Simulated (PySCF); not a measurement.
**Match the barriers**

Saddle point of BH5SO, singlet (BH₃S ([BH2][SH]) + H₂O → BH₃O ([BH2][OH]) + H₂S; bonds formed: S2–H5; dative contacts that become bonds: B1–O6; bonds broken: B1–S2, H5–O6), PBE0-D4/def2-TZVP structure:

```xyz
8
angstrom
B -0.2980 -0.4829 -0.4375
S 1.5030 0.4767 -0.2188
H -0.0499 -1.6563 -0.3677
H -0.8397 -0.0674 -1.4204
H 0.4031 0.5739 0.8591
O -0.8577 0.0989 0.8554
H 1.1486 1.6442 -0.7817
H -1.0094 -0.5874 1.5116
```

Program: PySCF 2.14 with density fitting (its default auxiliary sets; JK sets also for MP2 and CCSD(T)). Basis: def2-TZVPP, with def2-QZVPP for the basis limit. Cores are frozen in the correlated methods. Extrapolation: Hartree–Fock as exp(−7.88 √X), correlation as X^−2.97. Four methods, as single points on the PBE0-D4 structures, gave these electronic barriers from the start structure: 11.00, 12.93, 16.66, 25.78 kcal/mol.

Question: The methods were, in alphabetical order, CCSD(T), HF, PBE-D4, r2SCAN-D4. Which gave which? (Judge from chemistry; the calculation decides.)

Answer: By the calculation: PBE-D4 11.00; r2SCAN-D4 12.93; CCSD(T) 16.66; HF 25.78 kcal/mol. For comparison, CCSD(T) at an estimated basis limit (MP2 extrapolated from triple and quadruple zeta, plus CCSD(T) − MP2 in triple zeta) gives 16.71 kcal/mol.

T1 diagnostic: at most 0.013.

Labels in which every atom is bracketed show which atoms are joined, not bond orders.

For scale, one of the runs: CCSD(T)/def2-TZVPP, 174 basis functions, launched by `OMP_NUM_THREADS=4 python run.py`. Time: 2.9 min of wall clock on 4 CPU threads of an Arm Neoverse V1; the host was shared. Peak host memory: 1.5 GiB.
